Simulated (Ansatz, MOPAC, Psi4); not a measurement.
Molecule: methyl formate, C2H4O2, net charge 0, singlet state. SMILES: COC=O
Structure (B3LYP-D3(BJ)/def2-TZVP (Ansatz, a first-principles code) minimum search):
```xyz
8

C     -0.9314    -0.0909     0.0015
O     -0.7248    -1.2718    -0.0191
O      0.0010     0.8677     0.0146
H     -1.9259     0.3745     0.0125
C      1.3667     0.4114     0.0025
H      1.9749     1.3108     0.0157
H      1.5676    -0.2028     0.8792
H      1.5619    -0.1729    -0.8956
```

Wanted: enthalpy of formation at 298 K, in kcal/mol. Set-up: spin-orbit terms left out; non-relativistic; LANL2DZ all-electron up to Ne; valence correlation only; 6-31G* and kin with 6d, 5d where marked; no dispersion term unless named; open shells spin-unrestricted. CBS(X,Y): correlation extrapolated as X^-3; Hartree-Fock from the larger set. [CCSD(T)-MP2]/basis is that difference in the basis named. Ab initio and DFT rows: single points at B3LYP-D3(BJ) geometries (Ansatz), with unscaled harmonic terms from B3LYP/6-31G* at its own minima, enthalpies of formation by atomisation with measured atoms. Semi-empirical rows: MOPAC heats of formation at their own minima for 298 K.

Measured values: Active Thermochemical Tables 1.112 (ions: stationary electron), as tabulated in the package chemicals; they hold spin-orbit and core effects, anharmonicity and other conformers. 

Value to compare with, the measured value: -85.5 kcal/mol.

| level | program | enthalpy of formation at 298 K (kcal/mol) | error |
|---|---|---|---|
| PM3 | MOPAC | -87.1 | -1.6 |
| HF/LANL2DZ | Ansatz | 231.8 | 317.3 |
| PBE/3-21G | Ansatz | -89.0 | -3.5 |
| B3LYP/LANL2DZ | Ansatz | -26.0 | 59.5 |
| B3LYP/6-31G* | Ansatz | -82.6 | 2.9 |
| wB97X-D/6-31G* | Psi4 | -86.0 | -0.5 |
| MP2/LANL2DZ | Ansatz | 60.1 | 145.6 |
| B3LYP/def2-TZVPD | Ansatz | -80.6 | 4.9 |
| RI-MP2/CBS(aug-cc-pVTZ,aug-cc-pVQZ)+[CCSD(T)-MP2]/aug-cc-pVTZ | Ansatz | -85.1 | 0.4 |

Among the 7 habitual levels, HF/LANL2DZ lies farthest from the measured value (317.3 kcal/mol); 4 of 7 lie above it, and their mean absolute error is 75.8 kcal/mol, the median 3.5. One case shows no general order.

The levels are drawn from those run, B3LYP/6-31G* more often than the rest, none by its result; runs whose electronic state is in doubt are left out.
